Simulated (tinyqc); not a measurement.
Pariser-Parr-Pople SCF with singles CI, for the molecule C1=CC=C1 (SMILES; centres numbered as the heavy atoms are written), step by step. One step of it, computed by the program tinyqc.

Problem. PPP integrals. Ohno: gamma = 14.399645/sqrt(R^2 + a^2), a = 2 x 14.399645/(gamma_rr + gamma_ss); H_rr = -W_r - sum_(s != r) z_s gamma_rs; H_rs = beta for bonds.

Centres (angstrom, eV; a flat drawing with bonds scaled to 1.40 angstrom):
```
centre          x          y  core charge z          W   gamma_rr
1C       0.990000   0.000000              1  11.310000  12.700000
2C       0.000000   0.990000              1  11.310000  12.700000
3C      -0.990000   0.000000              1  11.310000  12.700000
4C       0.000000  -0.990000              1  11.310000  12.700000
```

Resonance integrals (eV):
```
i  j       beta
1  2  -2.390000
2  3  -2.390000
3  4  -2.390000
4  1  -2.390000
```

Give: repulsion gamma_rs; core matrix H.

Solution.

repulsion gamma_rs (eV), order 1C, 2C, 3C, 4C:
$$\begin{pmatrix}
12.700 & 7.993 & 6.311 & 7.993 \\
7.993 & 12.700 & 7.993 & 6.311 \\
6.311 & 7.993 & 12.700 & 7.993 \\
7.993 & 6.311 & 7.993 & 12.700
\end{pmatrix}$$

core matrix H (eV), order 1C, 2C, 3C, 4C:
$$\begin{pmatrix}
-33.606 & -2.390 & 0.000 & -2.390 \\
-2.390 & -33.606 & -2.390 & 0.000 \\
0.000 & -2.390 & -33.606 & -2.390 \\
-2.390 & 0.000 & -2.390 & -33.606
\end{pmatrix}$$
